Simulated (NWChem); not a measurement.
Everything below was run with NWChem. System: pyridine (C$_{5}$H$_{5}$N), charge 0, spin multiplicity 1, at a geometry optimised with PBE0/def2-SVP. Level: PBE/def2-SVP.

The NWChem input:

```
start mol
memory heap 200 mb stack 900 mb global 1100 mb
geometry units angstroms nocenter noautoz
  C      0.000000     0.000000     1.382730
  C     -1.197066     0.000000     0.670729
  C     -1.138719     0.000000    -0.723499
  N      0.000000     0.000000    -1.411618
  C      1.138719     0.000000    -0.723499
  C      1.197066     0.000000     0.670729
  H      0.000000     0.000000     2.475926
  H     -2.161822     0.000000     1.183094
  H     -2.064130     0.000000    -1.311967
  H      2.064130     0.000000    -1.311967
  H      2.161822     0.000000     1.183094
  symmetry group C2v
end
basis spherical
  * library def2-svp
end
dft
  xc xpbe96 cpbe96
  semidirect memsize 60000000 filesize 0
  iterations 100
end
task dft energy
```

Output (cleaned and shortened):

```
             Northwest Computational Chemistry Package (NWChem) 7.3.0
             --------------------------------------------------------

                                NWChem Input Module
                                -------------------

 Scaling coordinates for geometry "geometry" by  1.889725989
 (inverse scale =  0.529177249)

 Turning off AUTOSYM since
 SYMMETRY directive was detected!

                             Geometry "geometry" -> ""
                             -------------------------

 Output coordinates in angstroms (scale by  1.889725989 to convert to a.u.)

  No.       Tag          Charge          X              Y              Z
 ---- ---------------- ---------- -------------- -------------- --------------
    1 C                    6.0000     0.00000000     0.00000000     1.38273000
    2 C                    6.0000    -1.19706600     0.00000000     0.67072900
    3 C                    6.0000    -1.13871900     0.00000000    -0.72349900
    4 N                    7.0000     0.00000000     0.00000000    -1.41161800
    5 C                    6.0000     1.13871900     0.00000000    -0.72349900
    6 C                    6.0000     1.19706600     0.00000000     0.67072900
    7 H                    1.0000     0.00000000     0.00000000     2.47592600
    8 H                    1.0000    -2.16182200     0.00000000     1.18309400
    9 H                    1.0000    -2.06413000     0.00000000    -1.31196700
   10 H                    1.0000     2.06413000     0.00000000    -1.31196700
   11 H                    1.0000     2.16182200     0.00000000     1.18309400

 Effective nuclear repulsion energy (a.u.)     206.1800673303

            Nuclear Dipole moment (a.u.)
            ----------------------------
        X                 Y               Z
 ---------------- ---------------- ----------------
    -0.0000000000     0.0000000000    -0.0000113384

      Symmetry information
      --------------------

 Group name             C2v
 Group number             16
 Group order               4
 No. of unique centers     7

      Symmetry unique atoms

     1    2    3    4    7    8    9


 Summary of "ao basis" -> "" (spherical)
 ------------------------------------------------------------------------------
       Tag                 Description            Shells   Functions and Types
 ---------------- ------------------------------  ------  ---------------------
 *                          def2-svp                  on all atoms

  pbe96 is a nonlocal functional; adding pw91lda local functional.

                                 NWChem DFT Module
                                 -----------------

 Summary of "ao basis" -> "ao basis" (spherical)
 ------------------------------------------------------------------------------
       Tag                 Description            Shells   Functions and Types
 ---------------- ------------------------------  ------  ---------------------
 C                          def2-svp                 6       14   3s2p1d
 N                          def2-svp                 6       14   3s2p1d
 H                          def2-svp                 3        5   2s1p

 Summary of "ao basis" -> "ao basis" (spherical)
 ------------------------------------------------------------------------------
       Tag                 Description            Shells   Functions and Types
 ---------------- ------------------------------  ------  ---------------------
 C                          def2-svp                 6       14   3s2p1d
[...]
 d= 0,ls=0.0,diis     6   -247.7899169955 -5.16D-04  9.76D-05  1.12D-04     1.8
 d= 0,ls=0.0,diis     7   -247.7899324912 -1.55D-05  4.24D-05  4.62D-06     2.0
 d= 0,ls=0.0,diis     8   -247.7899319102  5.81D-07  2.70D-05  8.84D-06     2.1
 d= 0,ls=0.0,diis     9   -247.7899329818 -1.07D-06  7.21D-06  9.66D-07     2.3
 d= 0,ls=0.0,diis    10   -247.7899330915 -1.10D-07  2.25D-06  6.81D-08     2.4

         Total DFT energy =     -247.789933091542
      One electron energy =     -741.637449431738
           Coulomb energy =      323.186393486209
    Exchange-Corr. energy =      -35.518944476353
 Nuclear repulsion energy =      206.180067330340

 Numeric. integr. density =       42.000013135681

     Total iterative time =      2.2s

                  Occupations of the irreducible representations
                  ----------------------------------------------

                     irrep           alpha         beta
                     --------     --------     --------
                     a1               11.0         11.0
                     a2                1.0          1.0
                     b1                7.0          7.0
                     b2                2.0          2.0

                       DFT Final Molecular Orbital Analysis
                       ------------------------------------

 Vector   19  Occ=2.000000D+00  E=-2.657574D-01  Symmetry=b2
              MO Center=  4.1D-18, -4.6D-16,  2.4D-01, r^2= 2.8D+00
   Bfn.  Coefficient  Atom+Function         Bfn.  Coefficient  Atom+Function
  ----- ------------  ---------------      ----- ------------  ---------------
     5      0.371813   1 C  py               47      0.339106   4 N  py
     8      0.230085   1 C  py               50     -0.224983   4 N  py
    19      0.216612   2 C  py               75      0.216612   6 C  py
    22      0.140836   2 C  py               78      0.140836   6 C  py
    33     -0.121419   3 C  py               61     -0.121419   5 C  py

 Vector   20  Occ=2.000000D+00  E=-2.431444D-01  Symmetry=a2
              MO Center= -8.4D-16,  9.7D-17, -2.4D-02, r^2= 2.9D+00
   Bfn.  Coefficient  Atom+Function         Bfn.  Coefficient  Atom+Function
  ----- ------------  ---------------      ----- ------------  ---------------
    33      0.313753   3 C  py               61     -0.313753   5 C  py
    19      0.306544   2 C  py               75     -0.306544   6 C  py
    22      0.206767   2 C  py               78     -0.206767   6 C  py
    36      0.199098   3 C  py               64     -0.199098   5 C  py

 Vector   21  Occ=2.000000D+00  E=-2.063438D-01  Symmetry=a1
              MO Center= -1.1D-15,  5.0D-18, -1.3D+00, r^2= 2.1D+00
   Bfn.  Coefficient  Atom+Function         Bfn.  Coefficient  Atom+Function
  ----- ------------  ---------------      ----- ------------  ---------------
    48      0.500660   4 N  pz               51     -0.370136   4 N  pz
    44      0.215734   4 N  s                45      0.193475   4 N  s
    20     -0.172383   2 C  pz               76     -0.172383   6 C  pz
    34      0.159535   3 C  pz               62      0.159535   5 C  pz
     3      0.144705   1 C  s                95     -0.134591   9 H  s

 Vector   22  Occ=0.000000D+00  E=-5.978044D-02  Symmetry=b2
              MO Center= -5.6D-16,  3.7D-16,  9.1D-02, r^2= 3.2D+00
   Bfn.  Coefficient  Atom+Function         Bfn.  Coefficient  Atom+Function
  ----- ------------  ---------------      ----- ------------  ---------------
     8      0.499116   1 C  py                5      0.399820   1 C  py
    50      0.388758   4 N  py               47     -0.375211   4 N  py
    22     -0.244798   2 C  py               78     -0.244798   6 C  py
    33     -0.213314   3 C  py               61     -0.213314   5 C  py
    36     -0.200395   3 C  py               64     -0.200395   5 C  py

 Vector   23  Occ=0.000000D+00  E=-4.971497D-02  Symmetry=a2
              MO Center=  2.5D-15,  8.8D-17, -2.4D-02, r^2= 3.3D+00
   Bfn.  Coefficient  Atom+Function         Bfn.  Coefficient  Atom+Function
  ----- ------------  ---------------      ----- ------------  ---------------
    22      0.415138   2 C  py               78     -0.415138   6 C  py
    36     -0.411190   3 C  py               64      0.411190   5 C  py
    33     -0.347255   3 C  py               61      0.347255   5 C  py
    19      0.332425   2 C  py               75     -0.332425   6 C  py
    10     -0.031425   1 C  d -2             52      0.026307   4 N  d -2

 Vector   24  Occ=0.000000D+00  E= 3.796250D-02  Symmetry=a1
              MO Center=  1.4D-13, -5.5D-17,  1.3D+00, r^2= 7.8D+00
   Bfn.  Coefficient  Atom+Function         Bfn.  Coefficient  Atom+Function
  ----- ------------  ---------------      ----- ------------  ---------------
    86      1.103634   7 H  s                91      0.907175   8 H  s
   106      0.907175  11 H  s                 3     -0.722667   1 C  s
    17     -0.612416   2 C  s                73     -0.612416   6 C  s
    96      0.533925   9 H  s               101      0.533925  10 H  s
     9     -0.431146   1 C  pz               31     -0.348319   3 C  s

 center of mass
 --------------
 x =  -0.00000000 y =   0.00000000 z =  -0.05272075

 moments of inertia (a.u.)
 ------------------
         309.304359170450           0.000000000000           0.000000000000
           0.000000000000         607.558165194445           0.000000000000
           0.000000000000           0.000000000000         298.253806023995

     Multipole analysis of the density
     ---------------------------------

     L   x y z        total         alpha         beta         nuclear
     -   - - -        -----         -----         ----         -------
     0   0 0 0     -0.000000    -21.000000    -21.000000     42.000000

     1   1 0 0      0.000000      0.000000      0.000000     -0.000000
     1   0 1 0     -0.000000     -0.000000     -0.000000      0.000000
     1   0 0 1      0.813736      0.406874      0.406874     -0.000011

     2   2 0 0    -22.284597   -101.533060   -101.533060    180.781523
     2   1 1 0     -0.000000     -0.000000     -0.000000      0.000000
     2   1 0 1     -0.000000     -0.000000     -0.000000      0.000000
     2   0 2 0    -27.554855    -13.777427    -13.777427      0.000000
     2   0 1 1     -0.000000     -0.000000     -0.000000      0.000000
     2   0 0 2    -26.833351   -101.751230   -101.751230    176.669110

 Task  times  cpu:        2.4s     wall:        2.4s

 Total times  cpu:        2.4s     wall:        2.4s
```
